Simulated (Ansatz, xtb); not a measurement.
## Two structures of H3SSi2

We compare I, `[SiH3][Si]=S`, a doublet, with II, a doublet given by its coordinates. Both are isolated molecules in the gas phase, relaxed with B3LYP/6-31G*.

I (Å):

```xyz
6

S     2.8108    0.4905   -0.4150
Si    0.3639   -2.1983   -1.1413
Si    1.6496   -0.8784    0.4325
H     1.3025   -2.9137   -2.0454
H    -0.5192   -1.2899   -1.9192
H    -0.4620   -3.1829   -0.3945
```

II (Å):

```xyz
6

S     0.1571   -0.9514   -2.2371
Si   -0.6309    0.6891   -1.1054
Si    1.2218   -2.1984   -0.7907
H     1.7801   -3.3559   -1.5356
H     0.2850   -2.6757    0.2562
H     2.3209   -1.4240   -0.1633
```

Close contacts (Å): S1–Si2 2.14, S1–Si3 2.19, Si3–H4 1.49, Si3–H5 1.48, Si3–H6 1.48.

Q: Estimate E(II) − E(I) at the level CCSD(T)/def2-SVP + ΔMP2/def2-TZVPP.

A: Calculated at CCSD(T)/def2-SVP + ΔMP2/def2-TZVPP: E(II) − E(I) = −13.3 kJ/mol, so structure II lies lower.

Level by level:

| level | geometry | E(II) − E(I) (kJ/mol) | departure from the last row (kJ/mol) | job, with rough time for the two |
| --- | --- | --- | --- | --- |
| GFN2-xTB | GFN2-xTB | +24.7 | +38.0 | optimisation, 0.083 s |
| HF/STO-3G | GFN2-xTB | −26.1 | −12.8 | single point, 1.4 s |
| r2SCAN-D4/def2-SVP | GFN2-xTB | −0.3 | +13.0 | single point, 6.1 s |
| B3LYP/6-31G* | B3LYP/6-31G* | −1.8 | +11.5 | optimisation, 44 s |
| HF/def2-SVP | B3LYP/6-31G* | −45.3 | −32.0 | part of the CCSD(T) run |
| MP2/def2-SVP | B3LYP/6-31G* | −9.6 | +3.7 | part of the CCSD(T) run |
| CCSD(T)/def2-SVP | B3LYP/6-31G* | −8.8 | +4.5 | single point |
| CCSD(T)/def2-SVP + ΔMP2/def2-TZVPP | B3LYP/6-31G* | −13.3 |  | single point, 32 s |

GFN2-xTB puts the two in the other order. r2SCAN-D4/def2-SVP, B3LYP/6-31G* find them nearly level. The largest departure from CCSD(T)/def2-SVP + ΔMP2/def2-TZVPP is that of GFN2-xTB, 38.0 kJ/mol. The last row adds to CCSD(T) the change of the MP2 difference between the two basis sets, here −4.5 kJ/mol.

With harmonic frequencies from B3LYP/6-31G* (ideal gas, rigid rotor, one conformer each, 298.15 K, 1 atm): on the last row, ΔE + ΔZPE = −10.7 kJ/mol. A mode under 50 cm⁻¹ makes harmonic enthalpies and free energies unreliable, so none is given.

Open shells are spin-unrestricted, with notable spin contamination under HF/STO-3G. The correlated steps freeze 15 core orbitals. Run with Ansatz 0.2.0, xtb 6.7.1; the last row on 1 thread of Arm Neoverse V2 on a shared host.
